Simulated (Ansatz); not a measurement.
A made-up structure of CH$_{2}$NSi, doublet:

```csv
atom,x (Å),y (Å),z (Å)
N1,-1.1998,-0.5429,-0.1827
C2,-0.0992,-0.2125,0.1219
Si3,1.5607,0.1374,0.7961
H4,2.4408,-0.5222,1.6944
H5,1.4026,1.5506,0.2520
```

It is relaxed with PBE-D4/def2-SVP and then PBE0-D4/def2-TZVP (Ansatz 0.2.0). Atoms count as bonded within 1.22 times the sum of their covalent radii (H–H: 0.88 Å). The end point is not checked to be a true minimum.

**Question.** Does its bonding change? (A judgement: the text doesn't fix the answer.)

**Answer.** By the calculation: No: no bond forms or breaks.

Where it ends: The first stage lowers the energy by 0.79 eV in 7 steps. It ends as CH₂NSi ([N][C][SiH2]):
```
5
angstrom
N -1.1929 -0.6862 -0.0700
C -0.1245 -0.3228 0.1749
Si 1.6099 0.1947 0.4461
H 2.1274 -0.4481 1.6748
H 1.6852 1.6728 0.4558
```

Labels in which every atom is bracketed show which atoms are joined, not bond orders.

For scale, one of the runs: PBE0-D4/def2-TZVP relaxation, 111 basis functions, launched by `ansatz run in.yaml --threads 2 --pin off --events-out ev --progress --plain --max-ram 4352MiB`. The run took about 11 s on 2 CPU threads of an AMD EPYC 7B13 (shared host).
